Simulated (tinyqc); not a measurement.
Inside a calculation. Method: Born-Oppenheimer dynamics on the RHF/sto-3g surface (energies and gradients from PySCF), for HF, spin multiplicity 1. Computed by tinyqc, a small Python program that keeps every step (integrals from PySCF). Settings: charge = 0, multiplicity = 1, basis = sto-3g, time step (fs) = 2.0, steps = 16. Command: `OMP_NUM_THREADS=1 python tinyqc.py 23291 23292 out.jsonl` (the two numbers bound the seeds that draw the settings). One thread of a shared host (Intel(R) Xeon(R) Processor @ 2.60GHz), about 0.9 s of CPU time with the checks.

positions (bohr):
```
           x         y         z
1F  0.000000  0.000000  0.000000
2H  0.000000  0.000000  1.857601
```

The total energy should stay constant up to terms of order dt^2; the step counts as short enough if it moves by less than 2 % of the largest kinetic energy.

Trajectory:
```
time (fs)  1F-2H (angstrom)  potential (hartree)  kinetic (hartree)  total (hartree)
0.000000           0.983000         -98.57191633         0.00130082     -98.57061551
2.000000           0.954266         -98.57284549         0.00165986     -98.57118563
4.000000           0.932075         -98.57210562         0.00153255     -98.57057307
6.000000           0.984341         -98.57182605         0.00139871     -98.57042734
8.000000           0.964112         -98.57275209         0.00176586     -98.57098623
10.000000          0.922994         -98.57139172         0.00151595     -98.56987577
12.000000          0.986740         -98.57165482         0.00155270     -98.57010212
14.000000          0.972273         -98.57249315         0.00189581     -98.57059734
16.000000          0.915353         -98.57059172         0.00151836     -98.56907336
18.000000          0.990143         -98.57139071         0.00172570     -98.56966501
20.000000          0.978749         -98.57217612         0.00205752     -98.57011860
22.000000          0.908516         -98.56971433         0.00153456     -98.56817977
24.000000          0.995035         -98.57096840         0.00190841     -98.56905999
26.000000          0.984192         -98.57183627         0.00228760     -98.56954866
28.000000          0.901218         -98.56860222         0.00156843     -98.56703380
30.000000          1.002833         -98.57019456         0.00213394     -98.56806061
32.000000          0.989936         -98.57140749         0.00268736     -98.56872013
```

Is the time step short enough?

No. The total energy moves within 4.2e-03 hartree; that is over 2 % of the largest kinetic energy, so the time step is too long.
